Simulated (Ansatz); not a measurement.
**AlBH₂ (triplet): B2PLYP, RPA-PBE over vertical spin and charge gaps, cc-pVTZ**

How well do these functionals follow the top wave-function level for AlBH₂ (triplet) over vertical spin and charge gaps?

Method: cc-pVTZ, all electrons in the functionals, frozen cores in the correlation of double hybrids and RPA; program: Ansatz 0.2.0, Gaussian basis.

To be run: B2PLYP, RPA-PBE, at charge 0, triplet; charge 0, singlet; charge 0, quintet; charge 1, doublet; charge 1, quartet.

## (1) The geometry

The geometry is a PBE0/def2-TZVP stationary point (not a proven minimum).

4 atoms, charge 0, spin multiplicity 3.

Atoms are counted from 1 here; the program's logs count them from 0.

Bond lengths: B1–Al2 2.058 Å, B1–H3 1.195 Å, B1–H4 1.195 Å. Angles: Al2–B1–H3 115.6°, Al2–B1–H4 115.6°, H3–B1–H4 128.7°.

As a file:

```xyz
4

B     0.0000    0.0000    1.3689
Al    0.0000    0.0000   -0.6894
H     0.0000    1.0776    1.8859
H     0.0000   -1.0776    1.8859
```

No dispersion term is added.

The geometry shown and the zero of energy belong to the point charge 0, triplet. The yardstick, UCCSDT(Q), and other wave-function levels (R restricted, U unrestricted, valence and pair active spaces) come from earlier runs.

## (2) B2PLYP, charge 0, triplet

Input file in.yaml:

```yaml
crystal:
  periodic: [false, false, false]
  atoms:
    - {symbol: B, position_ang: [0.000000, 0.000000, 1.368886]}
    - {symbol: Al, position_ang: [0.000000, 0.000000, -0.689391]}
    - {symbol: H, position_ang: [0.000000, 1.077612, 1.885924]}
    - {symbol: H, position_ang: [0.000000, -1.077612, 1.885924]}
basis:
  gaussian: {orbitals: cc-pVTZ}
magnetization: {spin_polarized: true, initial_magnetization: 2}
hamiltonian: {xc: {name: B2PLYP}}
correlation: {electrons: outside_noble_gas}
```

On the command line:

```console
ansatz run in.yaml --threads 2 --pin off --events-out ev --progress --plain --max-ram 16896MiB --backend cuda --devices 0, --max-vram 18GiB
```

After this run come: B2PLYP, charge 0, singlet; B2PLYP, charge 0, quintet; B2PLYP, charge 1, doublet; B2PLYP, charge 1, quartet; RPA-PBE, charge 0, triplet; RPA-PBE, charge 0, singlet; RPA-PBE, charge 0, quintet; RPA-PBE, charge 1, doublet; RPA-PBE, charge 1, quartet.

**Question.** What will the summary of the whole plan be? Wanted: triplet to singlet, UCCSDT(Q); triplet to quintet, UCCSDT(Q); ionisation to the doublet cation, UCCSDT(Q); ionisation to the quartet cation, UCCSDT(Q); largest miss, B2PLYP; largest miss, RPA-PBE.

The runs gave:

| quantity | value |
| --- | --- |
| triplet to singlet, UCCSDT(Q) | -0.5 kcal/mol |
| triplet to quintet, UCCSDT(Q) | 95.1 kcal/mol |
| ionisation to the doublet cation, UCCSDT(Q) | 167.6 kcal/mol |
| ionisation to the quartet cation, UCCSDT(Q) | 247.0 kcal/mol |
| largest miss, B2PLYP | +5.7 kcal/mol (triplet to quintet) |
| largest miss, RPA-PBE | +5.0 kcal/mol (ionisation to the doublet cation) |

Of the functionals, RPA-PBE stays nearest (at most 5.0 kcal/mol) and B2PLYP strays most (5.7 kcal/mol, at triplet to quintet). B2PLYP, RPA-PBE break the spin symmetry at some points (⟨S²⟩ up to 0.86 above the pure value), so energy there is bought with a mixed spin. Functionals and the yardstick converge differently with the basis, so part of each miss in cc-pVTZ is the basis.
